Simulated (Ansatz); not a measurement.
Species: HS, SMILES `[SH]` (charge 0, multiplicity 2).

**Question.** Give a relaxed geometry from r2SCAN-D4/def2-TZVP (Ansatz, an electronic-structure program).

**Answer.** the end point of this relaxation (outside a Z-matrix the atoms follow the SMILES, hydrogens last).
Bond lengths (Å): S1–H2 1.346.
